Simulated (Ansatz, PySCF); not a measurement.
Caution: the restricted solution is unstable towards spin-unrestricted or complex orbitals, so a lower solution exists and this singlet may not be the ground state. This singlet is an excited state, 0.39 eV above the relaxed triplet at the level B3LYP/cc-pVTZ // B3LYP-D3(BJ)/def2-TZVP (Ansatz, a quantum-chemistry and plane-wave program).

B3LYP has the VWN-RPA correlation part, as in Gaussian. 

Z-matrix (Å, degrees):
```
C
C 1 1.4096
C 2 1.3577 1 120.08
H 3 1.0821 2 121.32 1 -13.20
H 3 1.0828 4 116.68 2 -170.37
H 2 1.0874 3 118.98 4 -175.65
C 1 1.4644 2 118.13 6 -144.29
H 7 1.0908 1 113.55 2 -147.71
H 7 1.1024 8 111.75 1 -134.39
H 7 1.1040 8 105.37 9 -114.78
```
Charge 0, spin multiplicity 1.

What is the computed total energy, LUMO, dipole moment, HOMO–LUMO gap and HOMO (PySCF 2.14.0 with B3LYP-D3(BJ)/def2-TZVP)?


| Item | Result |
|---|---|
| total energy | -4243.95 eV |
| LUMO | -2.54 eV |
| dipole moment | 1.80 D |
| HOMO–LUMO gap | 3.02 eV |
| HOMO | -5.55 eV |
